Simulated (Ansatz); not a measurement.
Relaxation of CH$_{6}$BCl (9 atoms, charge 0, multiplicity 1), to a largest force component of 0.03 eV/Å in at most 50 steps.

The calculation used RKS B3LYP/def2-SVP (Ansatz).

```xyz
9
Properties=species:S:1:pos:R:3:forces:R:3
B -0.029 -0.430 -0.504 0.00 0.07 -0.25
C -0.036 -0.207 2.295 0.00 -0.06 0.18
H -1.014 -0.119 2.789 0.00 0.00 0.00
H 0.714 -0.576 3.010 -0.01 0.00 -0.01
H 0.276 0.776 1.920 0.00 0.01 0.00
Cl 1.527 0.233 -0.975 -0.01 0.00 0.00
H -0.986 0.293 -0.513 0.01 0.01 -0.01
H -0.104 -1.599 -0.278 0.01 -0.19 -0.25
H -0.118 -0.943 1.473 0.01 0.16 0.34
```

Task: Where does it end, and by what steps?

Result: The forces met the threshold. The force dipped under the threshold on the way, but the program's further checks kept it going. After 20 steps the energy has fallen by 0.152 eV; H9 moved furthest, 0.79 Å.

| step | energy less start (eV) | largest force component (eV/Å) | accepted |
| --- | --- | --- | --- |
| 0 | 0.0000 | 0.340 | yes |
| 1 | -0.0790 | 0.117 | yes |
| 2 | -0.1099 | 0.514 | yes |
| 3 | -0.1303 | 0.330 | yes |
| 4 | -0.1372 | 0.249 | yes |
| 5 | -0.1421 | 0.167 | yes |
| 6 | -0.1470 | 0.028 | yes |
| 7 | -0.1475 | 0.059 | yes |
| 8 | -0.1481 | 0.064 | yes |
| 9 | -0.1482 | 0.062 | yes |
| 10 | -0.1384 | 0.467 | no |
| 11 | -0.1485 | 0.045 | yes |
| 12 | -0.1496 | 0.128 | yes |
| 13 | -0.1501 | 0.065 | yes |
| 14 | -0.1508 | 0.005 | yes |
| 15 | -0.1511 | 0.084 | yes |
| 16 | -0.1512 | 0.087 | yes |
| 17 | -0.1516 | 0.038 | yes |
| 18 | -0.1519 | 0.002 | yes |
| 19 | -0.1517 | 0.116 | no |
| 20 | -0.1522 | 0.026 | yes |

```xyz
9
Properties=species:S:1:pos:R:3
B -0.068 -0.471 -1.089
C 0.001 -0.209 2.727
H -0.814 0.416 3.122
H 0.626 -0.567 3.557
H 0.618 0.385 2.037
Cl 1.339 0.554 -1.252
H -1.150 0.049 -1.081
H 0.101 -1.656 -0.998
H -0.425 -1.072 2.195
```

Whether the end is a true minimum wasn't checked by a vibrational analysis.

Run time: 28 s on 1 thread of Intel(R) Xeon(R) 6975P-C (Granite Rapids) (shared host), peak memory 0.17 GiB.
